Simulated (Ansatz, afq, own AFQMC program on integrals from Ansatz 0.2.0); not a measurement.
# BH (triplet): AFQMC on the coupled-cluster ladder, cc-pVTZ, part 2 of 2

Ansatz 0.2.0, Gaussian basis, and an in-house AFQMC program (afq) on its integrals; all values are calculated; cc-pVTZ, frozen cores.

## Step 15: Phaseless AFQMC, CISD trial on UHF

It reads the integrals that the CCSD(T) run on this determinant wrote.

Run with:

```console
afq ham --method phaseless --trial cisd --walkers 60 --populations 1 --least-time 40 --time-step 0.005 --steps-per-block 50 --equilibration-blocks 28 --max-blocks 300 --target-error 0.00024 --factor-cut 1e-05 --start spin_pure --seed 2989 --release-times 0.24,0.51,0.99,1.62,2.4 --release-step 0.03 --release-every 4 --taylor-order 6
```

The log of the run:

```text
orbitals 43  electrons 3 1  factors 251 of 251
reference energy -25.11661611 Eh
CCSD correlation -0.06426616 Eh in 10 cycles, weight of the determinant in the CISD state 0.9597
energy of the start -25.180878 Eh
 block  time / (1/Eh)  mean weight  energy / Eh
     1     0.250  1.0015  -25.180943
     2     0.500  0.9980  -25.181255
     3     0.750  1.0000  -25.181646
     4     1.000  0.9995  -25.181738
     5     1.250  0.9991  -25.182130
     6     1.500  0.9996  -25.181953
     7     1.750  0.9999  -25.181966
     8     2.000  0.9996  -25.182321
     9     2.250  1.0021  -25.182245
    10     2.500  0.9998  -25.182354
    13     3.250  0.9999  -25.182340
    17     4.250  0.9989  -25.182480
    21     5.250  1.0010  -25.183217
    25     6.250  1.0012  -25.182234
    29     7.250  1.0008  -25.181648
    33     8.250  0.9999  -25.182650
    37     9.250  1.0011  -25.182392
    41    10.250  1.0006  -25.182759
    45    11.250  1.0004  -25.182414
    49    12.250  0.9997  -25.182025
    53    13.250  1.0000  -25.182930
    57    14.250  0.9979  -25.183094
    61    15.250  0.9991  -25.181827
    65    16.250  0.9997  -25.182820
    69    17.250  0.9990  -25.181725
    73    18.250  1.0000  -25.182790
    77    19.250  0.9995  -25.182123
    81    20.250  0.9990  -25.182263
    85    21.250  0.9993  -25.182211
    89    22.250  1.0008  -25.182602
    93    23.250  0.9991  -25.182027
    97    24.250  0.9984  -25.182113
   101    25.250  1.0006  -25.181539
   105    26.250  0.9992  -25.182578
   109    27.250  1.0001  -25.183938
   113    28.250  1.0006  -25.183727
   117    29.250  0.9997  -25.182953
   121    30.250  1.0001  -25.189565
   125    31.250  1.0001  -25.182483
   129    32.250  0.9999  -25.182345
   133    33.250  0.9997  -25.182545
   137    34.250  0.9999  -25.182998
   141    35.250  1.0000  -25.183350
   145    36.250  0.9992  -25.183188
   149    37.250  1.0008  -25.181928
   153    38.250  1.0018  -25.182223
   157    39.250  1.0008  -25.182918
   161    40.250  1.0002  -25.183487
   165    41.250  1.0010  -25.183796
   169    42.250  0.9986  -25.182572
   173    43.250  1.0011  -25.182028
   177    44.250  0.9998  -25.183209
   181    45.250  1.0002  -25.181874
   185    46.250  1.0007  -25.182340
blocks merged  error / Eh  count
     1  0.000082  160
     2  0.000103  80
     4  0.000124  40
     8  0.000167  20
    16  0.000221  10
released: time / (1/Eh)  energy / Eh  error  mean overlap
  0.24  -25.182610  0.000114  0.9920
  0.51  -25.182814  0.000107  0.9892
  0.99  -25.182684  0.000115  0.9923
  1.62  -25.182737  0.000086  0.9961
  2.40  -25.182646  0.000081  1.0010
energy -25.182687 +/- 0.000167 Eh
```

Run time: 2.6 min. Hardware: 1 thread of Intel Xeon Platinum 8488C (Sapphire Rapids), shared host.

Energy -685.2558 ± 0.0045 eV. The run doesn't count as converged. Caveats: constraint bias not in the error; error not settled. The error still grows with block length (0.0034 to 0.0060 eV), so the bar may be too small.

## Step 16: Phaseless AFQMC, single-determinant trial on UHF

It reads the integrals that the CCSD(T) run on this determinant wrote.

Run with:

```console
afq ham --method phaseless --trial hf --walkers 120 --populations 1 --least-time 40 --time-step 0.005 --steps-per-block 20 --equilibration-blocks 112 --max-blocks 600 --target-error 0.00072 --factor-cut 1e-05 --start spin_pure --seed 630 --taylor-order 6
```

The log of the run:

```text
orbitals 43  electrons 3 1  factors 251 of 251
reference energy -25.11661611 Eh
CCSD correlation -0.06426616 Eh in 10 cycles, weight of the determinant in the CISD state 0.9597
energy of the start -25.116628 Eh
 block  time / (1/Eh)  mean weight  energy / Eh
     1     0.100  1.0006  -25.130490
     2     0.200  1.0000  -25.140791
     3     0.300  1.0003  -25.148742
     4     0.400  1.0009  -25.152216
     5     0.500  1.0007  -25.158439
     6     0.600  0.9986  -25.163901
     7     0.700  1.0013  -25.165477
     8     0.800  0.9998  -25.168061
     9     0.900  1.0004  -25.171500
    10     1.000  0.9996  -25.172127
    13     1.300  1.0009  -25.171709
    25     2.500  0.9997  -25.171795
    37     3.700  1.0009  -25.174236
    49     4.900  1.0000  -25.180208
    61     6.100  0.9999  -25.186140
    73     7.300  1.0000  -25.186560
    85     8.500  1.0010  -25.181203
    97     9.700  1.0009  -25.181458
   109    10.900  1.0014  -25.180595
   121    12.100  0.9991  -25.176881
   133    13.300  1.0015  -25.177599
   145    14.500  0.9996  -25.170572
   157    15.700  0.9987  -25.184374
   169    16.900  1.0013  -25.181015
   181    18.100  0.9990  -25.188077
   193    19.300  1.0001  -25.180460
   205    20.500  0.9996  -25.186499
   217    21.700  1.0006  -25.178576
   229    22.900  0.9995  -25.190955
   241    24.100  1.0000  -25.177278
   253    25.300  1.0007  -25.179340
   265    26.500  0.9997  -25.177685
   277    27.700  0.9994  -25.172714
   289    28.900  0.9987  -25.178216
   301    30.100  0.9998  -25.182091
   313    31.300  0.9999  -25.180176
   325    32.500  0.9991  -25.181827
   337    33.700  1.0003  -25.183132
   349    34.900  0.9994  -25.188600
   361    36.100  0.9993  -25.178631
   373    37.300  1.0014  -25.189045
   385    38.500  1.0003  -25.182845
   397    39.700  0.9980  -25.184827
   409    40.900  1.0002  -25.187061
   421    42.100  1.0014  -25.180764
   433    43.300  0.9999  -25.177589
   445    44.500  1.0005  -25.179663
   457    45.700  1.0006  -25.178643
   469    46.900  1.0004  -25.187729
   481    48.100  1.0003  -25.180295
   493    49.300  1.0000  -25.185854
   505    50.500  0.9985  -25.184815
blocks merged  error / Eh  count
     1  0.000267  400
     2  0.000356  200
     4  0.000467  100
     8  0.000582  50
    16  0.000667  25
    32  0.000766  12
energy -25.181512 +/- 0.000667 Eh
```

It took 2.4 min on 1 thread of Intel Xeon Platinum 8488C (Sapphire Rapids), shared host.

Energy -685.2238 ± 0.0182 eV. Caveats: constraint bias not in the error.

## Step 17: Free-projection AFQMC, CISD trial on UHF

It reads the integrals that the CCSD(T) run on this determinant wrote.

Run with:

```console
afq ham --method free --trial cisd --walkers 60 --time-step 0.03 --max-blocks 80 --target-error 0.00024 --factor-cut 1e-05 --seed 9317 --times 0,0.3,0.6,1.2,1.8,2.4,3.6,4.8,6 --taylor-order 8
```

The log of the run:

```text
orbitals 43  electrons 3 1  factors 251 of 251
reference energy -25.11661611 Eh
CCSD correlation -0.06426616 Eh in 10 cycles, weight of the determinant in the CISD state 0.9597
repeat  energy at the last time / Eh  error
    10  -25.182369  0.000195
    20  -25.182592  0.000168
    30  -25.182584  0.000147
time / (1/Eh)  energy / Eh  error  mean overlap
  0.00  -25.180876  0.000005  1.0414
  0.30  -25.181917  0.000039  1.0404
  0.60  -25.182252  0.000060  1.0377
  1.20  -25.182635  0.000071  1.0222
  1.80  -25.182625  0.000056  1.0214
  2.40  -25.182635  0.000053  1.0249
  3.60  -25.182694  0.000076  1.0172
  4.80  -25.182623  0.000098  1.0403
  6.00  -25.182576  0.000143  1.0500
energy -25.182576 +/- 0.000143 Eh
```

It took 72 s on 1 thread of Intel Xeon Platinum 8488C (Sapphire Rapids), shared host.

Energy -685.2528 ± 0.0039 eV. Caveats: remainder of the start not in the error.

## Step 18: AFQMC on the ladder

The full CI on restricted orbitals is not used as the yardstick for these unrestricted rows.

On the UHF determinant, counted from CCSDT(Q) (a yardstick, not exact):

```tsv
level	energy (eV)	from CCSDT(Q) (kJ/mol)	statistical error (kJ/mol)	time
HF	-683.4579	+173.5		
MP2	-684.8272	+41.4		
CCSD	-685.2067	+4.8		
CCSD(T)	-685.2443	+1.1		
CCSDT(Q)	-685.2560	0.0		
Phaseless AFQMC, single-determinant trial, step 0.005, 120 walkers	-685.2238	+3.1	1.8	2.4 min
Free-projection AFQMC, CISD trial, step 0.03, 60 walkers	-685.2528	+0.3	0.4	72 s
```

The functionals' totals stand on their own zeros and serve differences with other points: PBE -685.839 eV; r2SCAN -686.806 eV; PBE0 -686.116 eV; B3LYP -687.302 eV; wB97M-V -686.547 eV; B2PLYP -686.376 eV.

## Step 19: Results

What follows sums up all 2 parts.

```
                                                      quantity              value
                                  CCSD(T) on UHF from CCSDT(Q)        +1.1 kJ/mol
Phaseless AFQMC, single-determinant trial on UHF from CCSDT(Q)  +3.1 ± 1.8 kJ/mol
        Free-projection AFQMC, CISD trial on UHF from CCSDT(Q)  +0.3 ± 0.4 kJ/mol
```

What this shows: Free projection has no constraint; at the last time it gives +0.3 ± 0.4 kJ/mol, and from a start that isn't spin pure other spins can mix in. Error bars are statistical and leave out the constraint, the time step and what remains of the start.
